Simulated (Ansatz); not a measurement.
```xyz
8

C    -0.4647    1.1265   -0.6492
C     0.4430    0.1538   -0.5191
Al    0.2351   -1.1682    0.8828
H    -1.3244    1.1987    0.0146
H    -0.4028    1.8971   -1.4162
H     1.2715    0.1581   -1.2275
H     1.2760   -2.3493    1.0886
H    -1.0338   -1.0168    1.8260
```

Charge 0, multiplicity 1.

Task: List the r2SCAN/def2-TZVPP orbital energies in eV (the Gaussian-basis code of Ansatz). (Best estimate.)

Result: The calculation gave: Occupied: -1516.75, -273.45, -272.74, -110.28, -70.65, -70.38, -70.37, -19.79, -14.60, -11.83, -10.45, -9.47, -7.41, -7.28, -7.07. Lowest empty: -2.24, -0.30, 0.80, 1.22, 1.81, 2.43, 3.42, 3.82.
